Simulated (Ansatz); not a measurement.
**CH2BF (SMILES C=BF): one structure at several levels**

The atoms stand at a structure displaced at random from a GFN2-xTB minimum. How far do the functionals agree with CCSD(T) there?

Program: Ansatz 0.2.0, Gaussian basis. Level of theory: single points in def2-TZVPP. These are calculated values, not measurements.

Cores are frozen in the correlated methods. B3LYP uses VWN-RPA correlation.

### Step 1. The starting structure

SMILES `C=BF`, 5 atoms, charge 0, spin multiplicity 1.

Atoms are counted from 1 here; the program's logs count them from 0.

Bond lengths: C1–B2 1.509 Å, C1–H4 1.196 Å, C1–H5 1.057 Å, B2–F3 1.317 Å. Angles: B2–C1–H4 96.6°, B2–C1–H5 148.6°, H4–C1–H5 109.9°, C1–B2–F3 152.2°.

Coordinates:

```xyz
5

C    -0.1504    0.4433   -0.4585
B     0.4522   -0.4655    0.5840
F     1.3754   -1.3052    1.0039
H    -0.8233    1.0864    0.2926
H    -0.4913    0.5767   -1.4497
```

### Step 2. CCSD(T)/def2-TZVPP

run/in.yaml

```yaml
crystal:
  periodic: [false, false, false]
  atoms:
    - {symbol: C, position_ang: [-0.150400, 0.443300, -0.458500]}
    - {symbol: B, position_ang: [0.452200, -0.465500, 0.584000]}
    - {symbol: F, position_ang: [1.375400, -1.305200, 1.003900]}
    - {symbol: H, position_ang: [-0.823300, 1.086400, 0.292600]}
    - {symbol: H, position_ang: [-0.491300, 0.576700, -1.449700]}
basis:
  gaussian: {orbitals: def2-TZVPP}
correlation: {method: ccsd_t}
output: {forces: true}
```

The command line of these runs was not kept.

### Step 3. PBE0-D4/def2-TZVPP

Edit run/in.yaml of step 2 so:

```diff
@@ -10,3 +10,3 @@
   gaussian: {orbitals: def2-TZVPP}
-correlation: {method: ccsd_t}
-output: {forces: true}
+hamiltonian: {xc: pbe0, dispersion: d4}
+output: {forces: true, orbitals: {seedname: orbitals}}
```

### Step 4. wB97M-V/def2-TZVPP

Edit run/in.yaml of step 3 so:

```diff
@@ -10,3 +10,3 @@
   gaussian: {orbitals: def2-TZVPP}
-hamiltonian: {xc: pbe0, dispersion: d4}
-output: {forces: true, orbitals: {seedname: orbitals}}
+hamiltonian: {xc: {name: wB97M-V}}
+output: {forces: true}
```

### Step 5. r2SCAN-D4/def2-TZVPP

Edit run/in.yaml of step 4 so:

```diff
@@ -10,3 +10,3 @@
   gaussian: {orbitals: def2-TZVPP}
-hamiltonian: {xc: {name: wB97M-V}}
+hamiltonian: {xc: r2scan, dispersion: d4}
 output: {forces: true}
```

### Step 6. PBE-D4/def2-TZVPP

Edit run/in.yaml of step 5 so:

```diff
@@ -10,3 +10,3 @@
   gaussian: {orbitals: def2-TZVPP}
-hamiltonian: {xc: r2scan, dispersion: d4}
+hamiltonian: {xc: pbe, dispersion: d4}
 output: {forces: true}
```

### Step 7. LC-wPBE/def2-TZVPP

Edit run/in.yaml of step 6 so:

```diff
@@ -10,3 +10,3 @@
   gaussian: {orbitals: def2-TZVPP}
-hamiltonian: {xc: pbe, dispersion: d4}
+hamiltonian: {xc: {name: LC-wPBE}}
 output: {forces: true}
```

### Step 8. B3LYP-D4/def2-TZVPP

Edit run/in.yaml of step 7 so:

```diff
@@ -10,3 +10,3 @@
   gaussian: {orbitals: def2-TZVPP}
-hamiltonian: {xc: {name: LC-wPBE}}
+hamiltonian: {xc: {name: B3LYP}, dispersion: d4}
 output: {forces: true}
```

(Steps that only read results are left out.)

Q: Predict the outcome of this session. Wanted: energy less free atoms, CCSD(T)/def2-TZVPP; RMS force component; RMS force error; HOMO and LUMO, PBE0-D4; T1 diagnostic.

As calculated:

| quantity | value |
| --- | --- |
| energy less free atoms, CCSD(T)/def2-TZVPP | -19.139 eV |
| RMS force component | 2.334 to 2.639 eV/Å over the methods |
| RMS force error | PBE0-D4 0.239, wB97M-V 0.250, r2SCAN-D4 0.189, PBE-D4 0.205, LC-wPBE 0.384, B3LYP-D4 0.193 eV/Å |
| HOMO and LUMO, PBE0-D4 | -6.40 and -2.23 eV |
| T1 diagnostic | 0.017 |

In words: Against CCSD(T) the functionals' energies less atoms differ by -1.364 to -0.516 eV, PBE-D4 by -1.364 eV. The reference is not at the basis limit: in triple zeta CCSD(T) underbinds, which counts against methods that bind more; the gaps are no ranking. For forces r2SCAN-D4 does best and LC-wPBE worst. Frozen-core CCSD(T) forces in triple zeta carry basis errors of their own, and this is one geometry, so small gaps rank nothing. The restricted Hartree–Fock reference is unstable towards an unrestricted one at one or more of these structures.
